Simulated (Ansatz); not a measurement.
## Molecular dynamics of BH5O

input.yaml

```yaml
crystal:
  periodic: [false, false, false]
  atoms:
    - { symbol: B, position_ang: [-0.320946, -0.562526, -0.356611] }
    - { symbol: O, position_ang: [0.369862, 0.570114, 0.753456] }
    - { symbol: H, position_ang: [0.293959, -1.571468, -0.080979] }
    - { symbol: H, position_ang: [-1.48721, -0.540925, -0.022576] }
    - { symbol: H, position_ang: [-0.071493, -0.0696, -1.44345] }
    - { symbol: H, position_ang: [-0.031855, 1.436687, 0.577584] }
    - { symbol: H, position_ang: [1.308984, 0.669718, 0.526775] }
basis:
  gaussian: { orbitals: cc-pVDZ }
hamiltonian:
  xc: b3lyp
md:
  timestep: 0.5
  n_steps: 266
  ensemble: nvt_langevin
  temperature: 300.0
  initial_velocities: maxwell_boltzmann
  seed: 807150
  friction: 0.001
scf:
  lower_state_search: "off"
```

Launched with:

```bash
$ ansatz run input.yaml --threads 1 --pin off --max-ram 2048MiB --backend cpu --events-out ev --progress --plain --runs-dir out
```

It starts from a relaxed structure.

Output, in part (one step line in 3, the closing report, with atoms numbered from 0):

```
md step     0: t =     0.00 fs  T =   257.1 K  F+E_penalty+E_count = -2804.48485147 eV  E_kin = 0.232668 eV  (12 SCF iters)
md step     3: t =     1.50 fs  T =   220.2 K  F+E_penalty+E_count = -2804.43391852 eV  E_kin = 0.199210 eV  (17 SCF iters)
md step     6: t =     3.00 fs  T =   159.9 K  F+E_penalty+E_count = -2804.38758540 eV  E_kin = 0.144685 eV  (16 SCF iters)
md step     9: t =     4.50 fs  T =   174.7 K  F+E_penalty+E_count = -2804.40035880 eV  E_kin = 0.158103 eV  (16 SCF iters)
md step    12: t =     6.00 fs  T =   145.6 K  F+E_penalty+E_count = -2804.36283637 eV  E_kin = 0.131736 eV  (17 SCF iters)
md step    15: t =     7.50 fs  T =   126.4 K  F+E_penalty+E_count = -2804.34812491 eV  E_kin = 0.114385 eV  (17 SCF iters)
md step    18: t =     9.00 fs  T =   152.7 K  F+E_penalty+E_count = -2804.36540142 eV  E_kin = 0.138205 eV  (17 SCF iters)
md step    21: t =    10.50 fs  T =   119.8 K  F+E_penalty+E_count = -2804.33418661 eV  E_kin = 0.108389 eV  (16 SCF iters)
md step    24: t =    12.00 fs  T =   173.2 K  F+E_penalty+E_count = -2804.37210252 eV  E_kin = 0.156717 eV  (16 SCF iters)
md step    27: t =    13.50 fs  T =   236.5 K  F+E_penalty+E_count = -2804.42503635 eV  E_kin = 0.213999 eV  (16 SCF iters)
md step    30: t =    15.00 fs  T =   180.3 K  F+E_penalty+E_count = -2804.36477310 eV  E_kin = 0.163094 eV  (17 SCF iters)
md step    33: t =    16.50 fs  T =   168.2 K  F+E_penalty+E_count = -2804.35731685 eV  E_kin = 0.152179 eV  (17 SCF iters)
md step    36: t =    18.00 fs  T =   185.0 K  F+E_penalty+E_count = -2804.37524912 eV  E_kin = 0.167401 eV  (17 SCF iters)
md step    39: t =    19.50 fs  T =   128.7 K  F+E_penalty+E_count = -2804.32861776 eV  E_kin = 0.116489 eV  (16 SCF iters)
md step    42: t =    21.00 fs  T =   128.9 K  F+E_penalty+E_count = -2804.32121954 eV  E_kin = 0.116623 eV  (16 SCF iters)
md step    45: t =    22.50 fs  T =   155.1 K  F+E_penalty+E_count = -2804.33770336 eV  E_kin = 0.140353 eV  (16 SCF iters)
md step    48: t =    24.00 fs  T =   120.6 K  F+E_penalty+E_count = -2804.30715170 eV  E_kin = 0.109162 eV  (17 SCF iters)
md step    51: t =    25.50 fs  T =   183.3 K  F+E_penalty+E_count = -2804.36988004 eV  E_kin = 0.165885 eV  (17 SCF iters)
md step    54: t =    27.00 fs  T =   215.1 K  F+E_penalty+E_count = -2804.40061400 eV  E_kin = 0.194585 eV  (17 SCF iters)
md step    57: t =    28.50 fs  T =   152.8 K  F+E_penalty+E_count = -2804.34704776 eV  E_kin = 0.138246 eV  (16 SCF iters)
md step    60: t =    30.00 fs  T =   180.3 K  F+E_penalty+E_count = -2804.36409867 eV  E_kin = 0.163158 eV  (16 SCF iters)
md step    63: t =    31.50 fs  T =   218.1 K  F+E_penalty+E_count = -2804.39379023 eV  E_kin = 0.197311 eV  (16 SCF iters)
md step    66: t =    33.00 fs  T =   165.4 K  F+E_penalty+E_count = -2804.34201865 eV  E_kin = 0.149671 eV  (17 SCF iters)
md step    69: t =    34.50 fs  T =   173.6 K  F+E_penalty+E_count = -2804.34686301 eV  E_kin = 0.157085 eV  (17 SCF iters)
md step    72: t =    36.00 fs  T =   154.3 K  F+E_penalty+E_count = -2804.32427802 eV  E_kin = 0.139649 eV  (16 SCF iters)
md step    75: t =    37.50 fs  T =   122.3 K  F+E_penalty+E_count = -2804.29527005 eV  E_kin = 0.110701 eV  (16 SCF iters)
md step    78: t =    39.00 fs  T =   195.6 K  F+E_penalty+E_count = -2804.36261258 eV  E_kin = 0.177004 eV  (16 SCF iters)
md step    81: t =    40.50 fs  T =   226.3 K  F+E_penalty+E_count = -2804.39627634 eV  E_kin = 0.204791 eV  (16 SCF iters)
md step    84: t =    42.00 fs  T =   169.9 K  F+E_penalty+E_count = -2804.34490462 eV  E_kin = 0.153765 eV  (17 SCF iters)
md step    87: t =    43.50 fs  T =   195.2 K  F+E_penalty+E_count = -2804.37524500 eV  E_kin = 0.176602 eV  (17 SCF iters)
md step    90: t =    45.00 fs  T =   201.0 K  F+E_penalty+E_count = -2804.38265194 eV  E_kin = 0.181879 eV  (17 SCF iters)
md step    93: t =    46.50 fs  T =   149.5 K  F+E_penalty+E_count = -2804.33984492 eV  E_kin = 0.135265 eV  (17 SCF iters)
md step    96: t =    48.00 fs  T =   165.9 K  F+E_penalty+E_count = -2804.34553940 eV  E_kin = 0.150085 eV  (17 SCF iters)
md step    99: t =    49.50 fs  T =   160.0 K  F+E_penalty+E_count = -2804.34262801 eV  E_kin = 0.144753 eV  (17 SCF iters)
md step   102: t =    51.00 fs  T =   124.4 K  F+E_penalty+E_count = -2804.30768193 eV  E_kin = 0.112528 eV  (17 SCF iters)
md step   105: t =    52.50 fs  T =   195.6 K  F+E_penalty+E_count = -2804.36372484 eV  E_kin = 0.176995 eV  (17 SCF iters)
md step   108: t =    54.00 fs  T =   198.9 K  F+E_penalty+E_count = -2804.38342600 eV  E_kin = 0.179971 eV  (16 SCF iters)
md step   111: t =    55.50 fs  T =   173.6 K  F+E_penalty+E_count = -2804.36063803 eV  E_kin = 0.157067 eV  (16 SCF iters)
md step   114: t =    57.00 fs  T =   211.1 K  F+E_penalty+E_count = -2804.39420344 eV  E_kin = 0.190985 eV  (16 SCF iters)
md step   117: t =    58.50 fs  T =   236.2 K  F+E_penalty+E_count = -2804.42102149 eV  E_kin = 0.213752 eV  (16 SCF iters)
md step   120: t =    60.00 fs  T =   201.8 K  F+E_penalty+E_count = -2804.38980533 eV  E_kin = 0.182582 eV  (16 SCF iters)
md step   123: t =    61.50 fs  T =   207.2 K  F+E_penalty+E_count = -2804.39958634 eV  E_kin = 0.187453 eV  (17 SCF iters)
md step   126: t =    63.00 fs  T =   183.5 K  F+E_penalty+E_count = -2804.37142979 eV  E_kin = 0.166056 eV  (16 SCF iters)
md step   129: t =    64.50 fs  T =   137.6 K  F+E_penalty+E_count = -2804.32683352 eV  E_kin = 0.124517 eV  (16 SCF iters)
md step   132: t =    66.00 fs  T =   179.8 K  F+E_penalty+E_count = -2804.36316326 eV  E_kin = 0.162698 eV  (16 SCF iters)
md step   135: t =    67.50 fs  T =   218.9 K  F+E_penalty+E_count = -2804.39192061 eV  E_kin = 0.198083 eV  (17 SCF iters)
md step   138: t =    69.00 fs  T =   205.2 K  F+E_penalty+E_count = -2804.38517739 eV  E_kin = 0.185648 eV  (18 SCF iters)
md step   141: t =    70.50 fs  T =   246.7 K  F+E_penalty+E_count = -2804.42311326 eV  E_kin = 0.223208 eV  (18 SCF iters)
md step   144: t =    72.00 fs  T =   246.2 K  F+E_penalty+E_count = -2804.42593598 eV  E_kin = 0.222748 eV  (17 SCF iters)
md step   147: t =    73.50 fs  T =   220.1 K  F+E_penalty+E_count = -2804.40849599 eV  E_kin = 0.199170 eV  (17 SCF iters)
md step   150: t =    75.00 fs  T =   233.6 K  F+E_penalty+E_count = -2804.41897939 eV  E_kin = 0.211381 eV  (17 SCF iters)
md step   153: t =    76.50 fs  T =   201.1 K  F+E_penalty+E_count = -2804.39202783 eV  E_kin = 0.181969 eV  (17 SCF iters)
md step   156: t =    78.00 fs  T =   146.4 K  F+E_penalty+E_count = -2804.34678813 eV  E_kin = 0.132465 eV  (17 SCF iters)
md step   159: t =    79.50 fs  T =   162.3 K  F+E_penalty+E_count = -2804.35512633 eV  E_kin = 0.146870 eV  (16 SCF iters)
md step   162: t =    81.00 fs  T =   151.9 K  F+E_penalty+E_count = -2804.35164509 eV  E_kin = 0.137481 eV  (16 SCF iters)
md step   165: t =    82.50 fs  T =   157.8 K  F+E_penalty+E_count = -2804.35397855 eV  E_kin = 0.142797 eV  (16 SCF iters)
md step   168: t =    84.00 fs  T =   193.2 K  F+E_penalty+E_count = -2804.39098492 eV  E_kin = 0.174776 eV  (16 SCF iters)
md step   171: t =    85.50 fs  T =   208.8 K  F+E_penalty+E_count = -2804.40517556 eV  E_kin = 0.188905 eV  (17 SCF iters)
md step   174: t =    87.00 fs  T =   216.2 K  F+E_penalty+E_count = -2804.41298138 eV  E_kin = 0.195627 eV  (17 SCF iters)
md step   177: t =    88.50 fs  T =   245.6 K  F+E_penalty+E_count = -2804.43585078 eV  E_kin = 0.222197 eV  (17 SCF iters)
md step   180: t =    90.00 fs  T =   232.4 K  F+E_penalty+E_count = -2804.41169473 eV  E_kin = 0.210315 eV  (16 SCF iters)
md step   183: t =    91.50 fs  T =   186.3 K  F+E_penalty+E_count = -2804.37094841 eV  E_kin = 0.168597 eV  (16 SCF iters)
md step   186: t =    93.00 fs  T =   171.6 K  F+E_penalty+E_count = -2804.35872277 eV  E_kin = 0.155244 eV  (17 SCF iters)
md step   189: t =    94.50 fs  T =   146.4 K  F+E_penalty+E_count = -2804.34053091 eV  E_kin = 0.132496 eV  (17 SCF iters)
md step   192: t =    96.00 fs  T =   137.7 K  F+E_penalty+E_count = -2804.33440359 eV  E_kin = 0.124621 eV  (16 SCF iters)
md step   195: t =    97.50 fs  T =   154.7 K  F+E_penalty+E_count = -2804.35569048 eV  E_kin = 0.140011 eV  (16 SCF iters)
md step   198: t =    99.00 fs  T =   161.0 K  F+E_penalty+E_count = -2804.36044191 eV  E_kin = 0.145715 eV  (16 SCF iters)
md step   201: t =   100.50 fs  T =   175.5 K  F+E_penalty+E_count = -2804.37452145 eV  E_kin = 0.158765 eV  (16 SCF iters)
md step   204: t =   102.00 fs  T =   210.5 K  F+E_penalty+E_count = -2804.40367338 eV  E_kin = 0.190503 eV  (17 SCF iters)
md step   207: t =   103.50 fs  T =   203.4 K  F+E_penalty+E_count = -2804.39358357 eV  E_kin = 0.184002 eV  (17 SCF iters)
md step   210: t =   105.00 fs  T =   178.7 K  F+E_penalty+E_count = -2804.36991969 eV  E_kin = 0.161661 eV  (17 SCF iters)
md step   213: t =   106.50 fs  T =   157.5 K  F+E_penalty+E_count = -2804.34754811 eV  E_kin = 0.142527 eV  (17 SCF iters)
md step   216: t =   108.00 fs  T =   122.7 K  F+E_penalty+E_count = -2804.31884444 eV  E_kin = 0.111022 eV  (17 SCF iters)
md step   219: t =   109.50 fs  T =   118.9 K  F+E_penalty+E_count = -2804.31961189 eV  E_kin = 0.107543 eV  (17 SCF iters)
md step   222: t =   111.00 fs  T =   147.0 K  F+E_penalty+E_count = -2804.34464268 eV  E_kin = 0.133024 eV  (17 SCF iters)
md step   225: t =   112.50 fs  T =   156.4 K  F+E_penalty+E_count = -2804.35346543 eV  E_kin = 0.141469 eV  (17 SCF iters)
md step   228: t =   114.00 fs  T =   182.4 K  F+E_penalty+E_count = -2804.37318093 eV  E_kin = 0.165012 eV  (17 SCF iters)
md step   231: t =   115.50 fs  T =   218.3 K  F+E_penalty+E_count = -2804.40424570 eV  E_kin = 0.197482 eV  (17 SCF iters)
md step   234: t =   117.00 fs  T =   215.2 K  F+E_penalty+E_count = -2804.40159481 eV  E_kin = 0.194679 eV  (17 SCF iters)
md step   237: t =   118.50 fs  T =   190.4 K  F+E_penalty+E_count = -2804.37967182 eV  E_kin = 0.172307 eV  (17 SCF iters)
md step   240: t =   120.00 fs  T =   167.0 K  F+E_penalty+E_count = -2804.35624872 eV  E_kin = 0.151064 eV  (17 SCF iters)
md step   243: t =   121.50 fs  T =   139.4 K  F+E_penalty+E_count = -2804.32875472 eV  E_kin = 0.126128 eV  (17 SCF iters)
md step   246: t =   123.00 fs  T =   146.8 K  F+E_penalty+E_count = -2804.33746503 eV  E_kin = 0.132786 eV  (17 SCF iters)
md step   249: t =   124.50 fs  T =   163.2 K  F+E_penalty+E_count = -2804.35216834 eV  E_kin = 0.147650 eV  (17 SCF iters)
md step   252: t =   126.00 fs  T =   164.1 K  F+E_penalty+E_count = -2804.34447249 eV  E_kin = 0.148510 eV  (16 SCF iters)
md step   255: t =   127.50 fs  T =   185.7 K  F+E_penalty+E_count = -2804.36976836 eV  E_kin = 0.167986 eV  (16 SCF iters)
md step   258: t =   129.00 fs  T =   236.7 K  F+E_penalty+E_count = -2804.41291495 eV  E_kin = 0.214130 eV  (16 SCF iters)
md step   261: t =   130.50 fs  T =   242.0 K  F+E_penalty+E_count = -2804.40953835 eV  E_kin = 0.218986 eV  (16 SCF iters)
md step   264: t =   132.00 fs  T =   224.5 K  F+E_penalty+E_count = -2804.39547049 eV  E_kin = 0.203148 eV  (17 SCF iters)
md step   266: t =   133.00 fs  T =   205.4 K  F+E_penalty+E_count = -2804.38064758 eV  E_kin = 0.185884 eV  (17 SCF iters)
Total energy: -2804.38084560 eV, -103.0590951983 hartree
Atom 0 at    -0.104579    -0.492539    -0.610121 Å, force     0.704667     1.011161     0.007154 eV/Å
Atom 1 at     0.100925     0.623089     0.777674 Å, force    -0.311789     0.428447    -0.389372 eV/Å
Atom 2 at    -0.365099    -1.525968    -0.107376 Å, force    -0.354733    -0.746937     0.478039 eV/Å
Atom 3 at    -1.023708     0.108148    -1.128322 Å, force     0.148361    -0.116582    -0.354458 eV/Å
Atom 4 at     1.051444    -0.434318    -1.022428 Å, force    -0.503372     0.049904    -0.274167 eV/Å
Atom 5 at     0.241379     0.101794     1.568097 Å, force     0.075771    -0.326756     0.603568 eV/Å
Atom 6 at    -0.714338     1.138809     0.931092 Å, force     0.241094    -0.299237    -0.070764 eV/Å
Dipole moment:    -0.176782     0.358191     0.801652 e Å
```

The run went to its last step. The mean temperature of the second half is 38 % below the set value. A run of 0.13 ps of so small a system gives no equilibrium averages.

The same pairs are bonded in the first frame and the last. Pairs count as bonded within 1.25 times the sum of covalent radii (0.12 Å more for H–H).

Last frame:

```xyz
7
Properties=species:S:1:pos:R:3
B -0.105 -0.492 -0.610
O 0.101 0.623 0.778
H -0.365 -1.526 -0.107
H -1.024 0.108 -1.128
H 1.051 -0.434 -1.022
H 0.241 0.102 1.568
H -0.714 1.139 0.931
```

The run took 100 s on 1 CPU thread of a shared host.
